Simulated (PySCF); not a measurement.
NMR data sheet: Cyclopentadienethione

- Formula: C5H4S
- SMILES: S=C1C=CC=C1
- Point group of the computed structure: C2v
- Degrees of unsaturation: 4
- Carbon signals: 3
- Proton signals: 2

Atoms are numbered as in `[S:1]=[C:2]1[CH:3]=[CH:4][CH:5]=[CH:6]1`; H(Xn) means a hydrogen on atom n.

All values are calculated (PySCF 2.14): coordinates at the PBE0-D3(BJ)/def2-TZVP level, GIAO PBE0/pcSseg-2 shieldings. One averaged value for each set of equivalent atoms, one conformer, no relativistic terms, no solvent.

δ = σ(ref) − σ, references computed at the same level: TMS for ¹H (σref 31.52), ¹³C (σref 186.03); CS2 for ³³S (σref 512.98).

| carbon | δC, type | δH (multiplicity) | HMBC from (2–3 bonds) | span of the C tensor (ppm) |
| --- | --- | --- | --- | --- |
| C2 | 283.7, C | – | H(C4)/H(C5), H(C3)/H(C6) | 338 |
| C3/C6 | 129.8, CH | 5.38 (d) | H(C4)/H(C5), H(C3)/H(C6) | 203 |
| C4/C5 | 160.4, CH | 7.78 (m) | H(C4)/H(C5), H(C3)/H(C6) | 246 |

Other nuclei:
```json
{"atoms": "S1", "nucleus": "³³S", "environment": "thione sulfur", "δ (ppm)": "1621", "σ (ppm)": "-1108.1"}
```

Carbon types of the structure: 1 × C, 4 × CH, which accounts for all hydrogens. δC 283.7: thiocarbonyl carbon; the small n→π* gap of C=S deshields it strongly. δC 160.4, 129.8: alkene CH; the olefinic region. δH 7.78, 5.38: hydrogen on an alkene CH; olefinic region.

Shifts are as computed. Against solution values, carbons near 30 ppm lie about +3 ppm off and those near 130 ppm about +9 ppm. Of 1211 compounds with measured shifts, 218 miss one by over three times the rms of a fit or turn the order of signals round; such compounds aren't used in these exercises. Multiplicities follow the n + 1 count of equivalent neighbours, as no J values were calculated; m marks all less simple cases, F and P coupling included.
